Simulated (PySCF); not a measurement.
# AlN: bond curves at several levels of theory

The task here is to estimate one member of a computed series from the others.

Computed with PySCF 2.14.0. Level: Al def2-TZVPPD, N def2-TZVPPD, no relativity.

Set-up of the first run:

A driver script around PySCF takes these settings:

```yaml
atoms: Al, N
charge: 0
basis: Al def2-TZVPPD, N def2-TZVPPD
Hamiltonian: no relativity
basis_functions: 85
electrons_treated: 20
masses_in_u: 26.9815, 14.0031
levels: PBE0, PBE, r²SCAN, M06-L, TPSSh, r²SCAN0, revPBE, B3LYP, ωB97X, HF, MP2, SCS-MP2, CCSD, CCSD(T)
grid: 80 radial by 434 angular points
occupations: held fixed by the projection of orbital angular momentum
dissociation_limit: Al + N, each in its ground configuration
starting_distance_in_angstrom: 1.850
values_of_2S_to_try: 0, 2, 4
```

Run with:

```console
> OMP_NUM_THREADS=2 python dia.py task.json out
```

Steps of the session up to this table: Input; PBE0 along the bond; Excited determinants; PBE; r²SCAN (meta-GGA); M06-L (meta-GGA); TPSSh (hybrid meta-GGA); r²SCAN0 (hybrid meta-GGA); revPBE; B3LYP; ωB97X (range-separated hybrid); ROHF (mean field); Adding correlation.

One of the session's tables, all rows but one given; the rest of the session is left out.

| level | Re (Å) | ωe (cm⁻¹) | De (eV) |
| --- | --- | --- | --- |
| ROHF | 1.820 | 716 | 0.55 |
| ROHF-MP2 | 1.823 | 717 | 2.06 |
| ROHF-SCS-MP2 | 1.822 | 717 | 2.10 |
| ROHF-CCSD | 1.806 | 737 | 2.11 |
| ROHF-CCSD(T) | 1.807 | 735 | 2.30 |
| PBE | 1.792 | 755 | 3.09 |
| revPBE | 1.801 | 742 | 2.88 |
| r²SCAN | 1.784 | 768 | 2.71 |
| M06-L | 1.782 | 764 | 2.79 |
| TPSSh | 1.792 | 749 | 2.72 |
| B3LYP | 1.792 | 743 | 2.77 |
| PBE0 | ? | ? | ? |
| r²SCAN0 | 1.787 | 752 | 2.35 |
| ωB97X | 1.795 | 729 | 2.58 |

Estimate the missing values for PBE0.

**Answer.** Re (Å): 1.789; ωe (cm⁻¹): 750; De (eV): 2.61. In the column «Re (Å)» it lies between r²SCAN0 (1.787) and PBE (1.792).

De is counted to Al + N in their ground configurations.
